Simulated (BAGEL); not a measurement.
# HF (SMILES F) at RI-MP2/cc-pVTZ (density fitting with qzvpp-jkfit)

Aim: the energy change on altering one bond length of HF at RI-MP2/cc-pVTZ (density fitting with qzvpp-jkfit), from 2 runs. 

The calculation is run with BAGEL 1.2.2.

20 further runs of the same task are left out: 20 set aside as unsound or not needed.

## Step 1: Starting point

HF has 2 atoms, charge 0, and is taken as a singlet. SMILES: `F`. The coordinates come from a PBE0-D4/def2-TZVP relaxation.

Bond lengths: F1–H2 0.920 Å.

## Step 2: A single-point energy at RI-MP2/cc-pVTZ (density fitting with qzvpp-jkfit)

job.json

```json
{ "bagel": [

{
  "title": "molecule",
  "basis": "cc-pvtz.json",
  "df_basis": "qzvpp-jkfit",
  "angstrom": true,
  "geometry": [
    { "atom": "F", "xyz": [   -0.390000,    0.144600,   -0.196400 ] },
    { "atom": "H", "xyz": [    0.390000,   -0.144600,    0.196400 ] }
  ]
},
{
  "title": "hf",
  "charge": 0
},
{
  "title": "mp2",
  "charge": 0,
  "ncore": 1
}

]}
```

The basis set cc-pVTZ is read from a file made from the Basis Set Exchange's data (not shown).

Run with:

```bash
$ BAGEL_NUM_THREADS=1 BAGEL job.json > job.out
```

Standard output:

```text
* using 1 threads per process

  ===============================================================
  ===============================================================

  *** Geometry ***

  { "atom" : "F", "xyz" : [     -0.736993,      0.273254,     -0.371142 ] },
  { "atom" : "H", "xyz" : [      0.736993,     -0.273254,      0.371142 ] },

  Number of auxiliary basis functions:       95

  Since a DF basis is specified, we compute 2- and 3-index integrals:
    o Being stored without compression. Storage requirement is 0.001 GB

  Number of basis functions:       44
  Number of electrons      :       10

    * METHOD: MOLECULE                             0.01

  *** RHF ***

  === Nuclear Repulsion ===
     5.1769523111

      * DIIS with orbital gradients will be used.

  === RHF iteration (cc-pvtz.json) ===
      0        -99.90847463          0.04173145           0.00
      1       -100.00180606          0.02530398           0.00
      2       -100.05752552          0.00182174           0.00
      3       -100.05785515          0.00029793           0.00
      4       -100.05786644          0.00005449           0.00
      5       -100.05786691          0.00001081           0.00
      6       -100.05786693          0.00000090           0.00
      7       -100.05786693          0.00000018           0.00
      8       -100.05786693          0.00000006           0.00
      9       -100.05786693          0.00000001           0.00
     10       -100.05786693          0.00000000           0.00
    * SCF iteration converged.

    * Permanent dipole moment:
           (   -0.649507,     0.240817,    -0.327085) a.u.

    * METHOD: HF                                   0.03

  *** RHF ***

  === Nuclear Repulsion ===
     5.1769523111

      * DIIS with orbital gradients will be used.

  === RHF iteration (cc-pvtz.json) ===
      0       -100.05786693          0.00000000           0.00
    * SCF iteration converged.

    * Permanent dipole moment:
           (   -0.649507,     0.240817,    -0.327085) a.u.

  === DF-MP2 calculation ===

    * freezing 1 orbital
    * 3-index integral transformation done
    * assembly done

      MP2 correlation energy:   -0.2720234845      0.00

      MP2 total energy:       -100.3298904105

    * METHOD: MP2                                  0.00

  ===============================================================
```

Run time: 0.2 s. Hardware: 1 thread of Intel Xeon 6975P-C (Granite Rapids), shared host.

## Step 3: The distorted shape, same level

calc.json

```json
{ "bagel" : [

{
  "title" : "molecule",
  "basis" : "cc-pvtz.json",
  "df_basis" : "qzvpp-jkfit",
  "angstrom" : "true",
  "geometry" : [
    { "atom" : "F", "xyz" : [      -0.507038,       0.187994,      -0.255339 ] },
    { "atom" : "H", "xyz" : [       0.390000,      -0.144600,       0.196400 ] }
  ]
},

{
  "title" : "hf"
},

{
  "title" : "mp2",
  "ncore" : 1
}

]}
```

The basis set cc-pVTZ is read from a file made from the Basis Set Exchange's data (not shown).

Run with:

```bash
$ BAGEL_NUM_THREADS=1 BAGEL calc.json > calc.out
```

Standard output:

```text
* using 1 threads per process

  ===============================================================
  ===============================================================

  *** Geometry ***

  { "atom" : "F", "xyz" : [     -0.958163,      0.355257,     -0.482521 ] },
  { "atom" : "H", "xyz" : [      0.736993,     -0.273254,      0.371142 ] },

  Number of auxiliary basis functions:       95

  Since a DF basis is specified, we compute 2- and 3-index integrals:
    o Being stored without compression. Storage requirement is 0.001 GB

  Number of basis functions:       44
  Number of electrons      :       10

    * METHOD: MOLECULE                             0.01

  *** RHF ***

  === Nuclear Repulsion ===
     4.5015073297

      * DIIS with orbital gradients will be used.

  === RHF iteration (cc-pvtz.json) ===
      0        -99.87032427          0.04151262           0.00
      1        -99.96234293          0.02771305           0.00
      2       -100.03451922          0.00223997           0.00
      3       -100.03516927          0.00047672           0.00
      4       -100.03520255          0.00008915           0.00
      5       -100.03520385          0.00001653           0.00
      6       -100.03520389          0.00000111           0.00
      7       -100.03520389          0.00000025           0.00
      8       -100.03520389          0.00000006           0.00
      9       -100.03520389          0.00000001           0.00
     10       -100.03520389          0.00000000           0.00
    * SCF iteration converged.

    * Permanent dipole moment:
           (   -0.739685,     0.274252,    -0.372498) a.u.

    * METHOD: HF                                   0.03

  *** RHF ***

  === Nuclear Repulsion ===
     4.5015073297

      * DIIS with orbital gradients will be used.

  === RHF iteration (cc-pvtz.json) ===
      0       -100.03520389          0.00000000           0.00
    * SCF iteration converged.

    * Permanent dipole moment:
           (   -0.739685,     0.274252,    -0.372498) a.u.

  === DF-MP2 calculation ===

    * freezing 1 orbital
    * 3-index integral transformation done
    * assembly done

      MP2 correlation energy:   -0.2785193952      0.00

      MP2 total energy:       -100.3137232864

    * METHOD: MP2                                  0.00

  ===============================================================
```

It took 0.2 s on 1 thread of Intel Xeon 6975P-C (Granite Rapids), shared host.

## Step 4: What came out

Level: RI-MP2/cc-pVTZ (density fitting with qzvpp-jkfit), 1 core orbital frozen.

| quantity | value |
| --- | --- |
| first shape: total energy | -100.32989 Eh |
| first shape: correlation energy (1 core orbital frozen) | -272.0 mEh |
| distorted shape: total energy | -100.31372 Eh |
| distorted shape: correlation energy (1 core orbital frozen) | -278.5 mEh |
| energy change with the F1–H2 bond stretched from 0.920 to 1.058 Å | 0.440 eV |

With the F1–H2 bond stretched from 0.920 to 1.058 Å the energy rises by 0.44 eV (10.1 kcal/mol). The first shape isn't relaxed at this level, so the change isn't measured from a minimum.
